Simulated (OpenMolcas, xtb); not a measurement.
CH4FSi (SMILES [CH2][SiH2]F): the vertical electron affinity, rung by rung

The species is CH4FSi (7 atoms), meant as a doublet with charge 0. SMILES: `[CH2][SiH2]F`. The coordinates come from a PBE0-D4/def2-TZVP relaxation. This is one conformer, not always the lowest.

| atom | x (Å) | y (Å) | z (Å) |
| --- | --- | --- | --- |
| C | -0.8719 | 0.2811 | -0.6158 |
| Si | 0.5886 | -0.1573 | 0.3925 |
| F | 0.6526 | -1.7495 | 0.5505 |
| H | -1.5360 | -0.4660 | -1.0385 |
| H | -1.1360 | 1.3107 | -0.8379 |
| H | 0.5099 | 0.4306 | 1.7553 |
| H | 1.8540 | 0.2825 | -0.2517 |

Quantity: the vertical electron affinity (to the singlet anion), in eV. The values are calculated.

The electron affinity is E(neutral) − E(anion): positive where the electron is bound.

| level | kind | program | value (eV) |
| --- | --- | --- | --- |
| GFN2-xTB | semi-empirical | xtb | 5.40 |
| UHF/6-311+G** | Hartree–Fock | OpenMolcas | -0.59 |
| USVWN5/6-311+G** | LDA | OpenMolcas | 1.19 |
| UPBE/6-311+G** | GGA | OpenMolcas | 0.89 |
| U-r2SCAN/6-311+G** | meta-GGA | OpenMolcas | 0.70 |
| UB3LYP/6-311+G** | global hybrid | OpenMolcas | 0.86 |

Where it was recorded, the anion's HOMO is positive in USVWN5/6-311+G**, UPBE/6-311+G**, U-r2SCAN/6-311+G**, UB3LYP/6-311+G**: a fault of the level (basis or self-interaction), which says nothing on whether the real anion is bound. The values span -0.59 to 5.40 eV. The xTB values lack the empirical shift that such differences need.
